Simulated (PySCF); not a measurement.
The numbers below are computed, except where a source is named.
# PH2S2O2

PH2S2O2 is a small molecule, neutral, doublet. The structure, one conformer, was relaxed in the gas phase by PBE0-D3(BJ)/def2-SVP. No frequency run checks that it is a minimum.

SMILES: [O]P(=O)(S)S

Coordinates in Å:
```
P1     -0.796    0.476   -0.130
O2     -1.173    0.083    1.243
O3     -1.453    1.247   -1.197
S4      0.184   -1.301   -1.088
S5      1.358    1.087   -0.082
H6      0.354   -1.927    0.101
H7      1.557    0.530    1.136
```

EPR values by unrestricted B3LYP, IGLO-III on O P S, pcH-1 on H.

(1) Predict g and the largest hyperfine couplings. Where does the spin sit?

(2) How do the isotropic couplings move with BHandHLYP?

Results:

(1) g = 2.0041, 2.0047, 2.0127. The spin sits on S4 (54 %, bonded to 1 P + 1 H), S5 (54 %, bonded to 1 P + 1 H) by Mulliken populations.
| atom | isotope | isotropic (MHz) | dipolar, principal values (MHz) |
| --- | --- | --- | --- |
| S4 | 33S | 35.8 | -54.6, -52.5, 107.2 |
| S5 | 33S | 36.1 | -54.3, -52.2, 106.4 |
| H6 | 1H | -24.9 | -13.6, 0.7, 12.9 |
| H7 | 1H | -24.8 | -13.6, 0.8, 12.8 |
| P1 | 31P | -17.3 | -4.0, 0.7, 3.3 |
| O2 | 17O | 0.7 | -0.6, 0.1, 0.5 |

(2) S4 35.8 to 49.0 MHz, S5 36.1 to 49.3 MHz, H6 -24.9 to -28.4 MHz, H7 -24.8 to -28.2 MHz.
